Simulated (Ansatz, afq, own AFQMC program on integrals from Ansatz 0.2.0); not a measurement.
## Where AFQMC and coupled cluster stand for AlBH, doublet

```yaml
atoms:
  - { symbol: B, position_ang: [0.0000, -0.2443, 2.4400] }
  - { symbol: Al, position_ang: [0.0000, 0.1376, -0.9043] }
  - { symbol: H, position_ang: [0.0000, -1.0619, -1.9651] }
```

Connectivity, by distances: B ··· AlH.

Basis 6-31G. Only valence electrons are correlated. Ansatz 0.2.0 and our own AFQMC program on the same integrals; the CISD trial comes from CCSD amplitudes, and released means the phaseless constraint is let go. Uncertainties: one standard error, sampling alone.

Determinant: UHF, the one that the program's search chose, which needn't be the lowest solution. The geometry is a point of a scan.

Full CI on the same integrals is exact in this basis and with this determinant's frozen core.

Cautions: strong correlation (T1 0.050, weight of the determinant 0.84, largest double 0.12); unrestricted determinant spin contaminated (⟨S²⟩ 0.88 against 0.75); the released energies are still falling, so no released level is given (meV from the phaseless value at times in 1/Eh: -2.6 ± 2.4 at 0.24, -4.2 ± 1.8 at 0.51, -5.3 ± 1.7 at 0.99, -8 ± 3 at 1.62, -12.0 ± 1.8 at 2.40).

The T1 diagnostic is 0.0500 and the weight of the determinant in the CISD state is 0.844. The ⟨S²⟩ of the determinant is 0.884 and the size of the correlated space is 7 electrons in 18 orbitals.

Reference: full CI, correlation energy -2.505 eV.

| level | E − E(reference) (kJ/mol) | share of correlation (%) |
| --- | --- | --- |
| HF | 241.7 | 0.00 |
| MP2 | 106.0 | 56.16 |
| CCSD | 6.7 | 97.24 |
| CCSD(T) | 3.1 | 98.71 |
| CCSDT | 0.4 | 99.84 |
| CCSDT(Q) | 0.1 | 99.95 |
| CCSDTQ | 0.0 | 100.00 |
| ph-AFQMC/CISD | 2.4 ± 0.2 | 99.02 |

CCSDT and higher add their correlation energy to the determinant of the CCSD(T) run, since their own runs factorise the integrals more tightly (a shift of under 2 meV). A walk keeps the symmetry of its determinant, which the program's search chose and which needn't be the lowest solution, so a lower state of the same spin and another symmetry isn't excluded.
